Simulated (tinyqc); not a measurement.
Worked calculation: Hueckel theory of the pi electrons, for the molecule C=CC=CC=C (SMILES; centres numbered as the heavy atoms are written). One step of it, computed by the program tinyqc.

Problem. Energy, charges, bond orders. E = sum n x; q_r = z_r - P_rr; bond order p = P_rs; free valence = sqrt(3) - sum of p over the bonds of the atom.

x values: 1.801938  1.246980  0.445042  -0.445042  -1.246980  -1.801938

occupations: 2.000000  2.000000  2.000000  0.000000  0.000000  0.000000

charge and bond-order matrix P, lower triangle:
```
,1C,2C,3C,4C,5C,6C
1C,1.000000
2C,0.871119,1.000000
3C,0.000000,0.483435,1.000000
4C,-0.387685,0.000000,0.784851,1.000000
5C,0.000000,-0.086268,0.000000,0.483435,1.000000
6C,0.301417,0.000000,-0.387685,0.000000,0.871119,1.000000
```

Centres:
```
centre,"z_r, pi electrons of the neutral centre",h
1C,1,0.000000
2C,1,0.000000
3C,1,0.000000
4C,1,0.000000
5C,1,0.000000
6C,1,0.000000
```

Bonds:
```
i,j,k
1,2,1
2,3,1
3,4,1
4,5,1
5,6,1
```

Give: pi energy = 6 alpha + this times beta; pi charges; Bond orders and lengths from R = 1.517 - 0.180 p; free valence of the carbons; gap between the highest filled and the next level.

Solution.

pi energy = 6 alpha + this times beta = 6.988

pi charges: 1C 0.000, 2C 0.000, 3C 0.000, 4C 0.000, 5C 0.000, 6C 0.000

Bond orders and lengths from R = 1.517 - 0.180 p (angstrom, C-C alone):
```
bond,p,R
1-2,0.871,1.360
2-3,0.483,1.430
3-4,0.785,1.376
4-5,0.483,1.430
5-6,0.871,1.360
```

free valence of the carbons: 1C 0.861, 2C 0.377, 3C 0.464, 4C 0.464, 5C 0.377, 6C 0.861

gap between the highest filled and the next level = 0.890 |beta|
